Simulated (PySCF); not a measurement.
Rows and methods have been separated. Pair them.

Compound: 2-methyl-2-butene, C₅H₁₀.
SMILES: `CC(C)=CC`

The closed-shell ground state was solved 3 times with PySCF (density fitting, gas phase), always in the aug-cc-pVTZ basis (460 functions), with these functionals: CAM-B3LYP, PBE0 and wB97X-D. Isolated species at its PBE0-D3(BJ)/def2-TZVP geometry, gas phase.

```tsv
row	total energy (Eh)	HOMO (eV)	LUMO (eV)	dipole (D)
P	-196.5421	-8.42	0.88	0.22
Q	-196.3599	-6.61	-0.07	0.21
R	-196.4896	-7.91	0.27	0.22
```

Question: Which functional belongs to which row?

Answer: P = wB97X-D, Q = PBE0, R = CAM-B3LYP. By rising HOMO–LUMO gap: PBE0 (global hybrid, 25 % exact exchange) 6.54 eV; CAM-B3LYP (range-separated hybrid) 8.18 eV; wB97X-D (range-separated hybrid) 9.30 eV. Total energies of different functionals aren't bounds to one another; each is stationary for its own functional.

The pairwise dispersion term of wB97X-D wasn't added to the energies; at a given geometry it leaves orbitals and properties as they are.
